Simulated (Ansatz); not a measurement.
# Pyrite RuS2

Level of theory: PBE (PAW; Ansatz, a quantum-chemistry and plane-wave program).

Numerical settings: plane-wave cutoff 520 eV, 6×6×6 k mesh, Fermi–Dirac smearing 0.01 eV, no spin polarisation, scalar-relativistic PAW data made under PBE.

Cell: relaxed at this level.

```json
{
  "equilibrium_lattice_constant_a": "5.649 Å",
  "band_gap": "0.57 eV",
  "smallest_direct_gap_on_the_k_points_sampled": "0.81 eV"
}
```

Measured, for comparison: lattice constant a 5.61 Å (temperature not stated, not corrected to a static lattice; as tabulated in Wikipedia's data pages). Computed (rounded) less measured: lattice constant a +0.7 %.

Spin–orbit coupling is not included.

Computing time: about 2.5 core-minutes (a rough figure).
